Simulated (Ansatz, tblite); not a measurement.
## Band gap of rock-salt CdO: levels of theory against measurement

Reference value: 0.84 eV (measured, 100 K, zero-point motion not removed, lower of two indirect gaps; as tabulated in Menéndez-Proupin et al. (2004), arXiv:cond-mat/0405700).

```json
[
 {"level (code)": "GFN2-xTB (tblite)", "value (eV)": "0.00", "cell (Å³/atom)": "12.43"},
 {"level (code)": "LDA+SOC (Ansatz)", "value (eV)": "0.00", "cell (Å³/atom)": "12.94"},
 {"level (code)": "revPBE (Ansatz)", "value (eV)": "0.00", "cell (Å³/atom)": "13.89"},
 {"level (code)": "PBE-D4 (Ansatz)", "value (eV)": "0.00", "cell (Å³/atom)": "13.20"},
 {"level (code)": "rVV10 (Ansatz)", "value (eV)": "0.00", "cell (Å³/atom)": "13.66"},
 {"level (code)": "B3LYP (VWN-RPA form) (Ansatz)", "value (eV)": "?", "cell (Å³/atom)": "12.94"},
 {"level (code)": "HSE06+SOC (Ansatz)", "value (eV)": "0.90 (indirect)", "cell (Å³/atom)": "12.94"},
 {"level (code)": "PBE0+SOC (Ansatz)", "value (eV)": "?", "cell (Å³/atom)": "12.94"},
 {"level (code)": "Hartree–Fock (Ansatz)", "value (eV)": "?", "cell (Å³/atom)": "12.94"}
]
```

**Question.** What belongs in the gaps?

**Answer.** 
- B3LYP (VWN-RPA form) (Ansatz, a quantum-chemistry and plane-wave program), value (eV): 1.29
- PBE0+SOC (Ansatz), value (eV): 1.56 (indirect)
- Hartree–Fock (Ansatz), value (eV): 9.21

Differences against the reference: GFN2-xTB -0.84 eV, LDA+SOC -0.84 eV, revPBE -0.84 eV, PBE-D4 -0.84 eV, rVV10 -0.84 eV, B3LYP (VWN-RPA form) +0.45 eV, HSE06+SOC +0.06 eV, PBE0+SOC +0.72 eV, Hartree–Fock +8.37 eV.

Leaving aside GFN2-xTB (doubt noted below): Closest of the ranked levels: HSE06+SOC (+0.06 eV). Farthest off among them: Hartree–Fock (+8.37 eV). Of the ranked levels only HSE06+SOC lands within 0.3 eV. No gap at all, against the measurement: LDA+SOC, revPBE, PBE-D4, rVV10.

Density-functional gaps are differences of (generalised) Kohn–Sham levels of a static lattice; semilocal ones lie below quasiparticle gaps as a rule. Measured gaps hold zero-point and thermal shifts unless a correction is named. Spin–orbit coupling is included only where a level's name says +SOC; with heavier elements it mostly lowers gaps and can invert bands. A gap of zero means that the bands touch or overlap; how far they overlap is not shown.  GFN2-xTB: the gap is read on the k mesh or supercell of the run alone and can be too large. GFN2-xTB: the method was fitted mainly to molecules. Values are at the measured cell; GFN2-xTB at the level's own relaxed cell; revPBE at the level's own relaxed cell; PBE-D4 at the level's own equilibrium cell; rVV10 at the level's own relaxed cell. Cutoffs and k meshes differ between the levels. Ansatz's density-functional and Hartree–Fock values are scalar-relativistic unless marked +SOC, with PAW data made under PBE.

Differences are worked out from the printed values.
